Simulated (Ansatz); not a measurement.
# CH3AlF: the cost of one run

Program: Ansatz 0.2.0. Level of theory: RKS B3LYP/def2-SVP. These are calculated values, not measurements.

**1. The starting structure**

Bond lengths: C1–Al2 1.902 Å, Al2–F3 1.717 Å, C1–H4 1.116 Å, C1–H5 1.120 Å, Al2–H6 1.660 Å. Angles: C1–Al2–F3 127.5°, C1–Al2–H6 137.7°, F3–Al2–H6 94.8°, Al2–C1–H4 106.4°, Al2–C1–H5 103.8°, H4–C1–H5 103.3°.

As a file:

```xyz
6

C    -0.3866    0.1724   -1.1724
Al    0.4423    0.0400    0.5344
F     2.0106   -0.5620    0.8895
H    -1.2728    0.8386   -1.0423
H    -0.8436   -0.8385   -1.3261
H     0.0502    0.3495    2.1170
```

**2. End point A**

input.yaml

```yaml
crystal:
  periodic: [false, false, false]
  atoms:
    - { symbol: C, position_ang: [-0.38664, 0.17239, -1.17242] }
    - { symbol: Al, position_ang: [0.44229, 0.03997, 0.53436] }
    - { symbol: F, position_ang: [2.01056, -0.56204, 0.88952] }
    - { symbol: H, position_ang: [-1.27279, 0.83863, -1.04233] }
    - { symbol: H, position_ang: [-0.84361, -0.83848, -1.32611] }
    - { symbol: H, position_ang: [0.05019, 0.34954, 2.11697] }
total_charge: -1
basis:
  gaussian: { orbitals: def2-SVP }
hamiltonian:
  xc: b3lyp
relax:
  f_tol: 0.015
  max_steps: 40
output:
  orbitals: {}
```

Run with:

```console
$ ansatz run input.yaml --threads 1 --pin off --max-ram 2048MiB --backend cpu --events-out ev --progress --plain --runs-dir out
```

What time and memory should one allow on 1 thread of Arm Neoverse V1, shared host?

About 18 s, with a peak of 0.13 GiB.
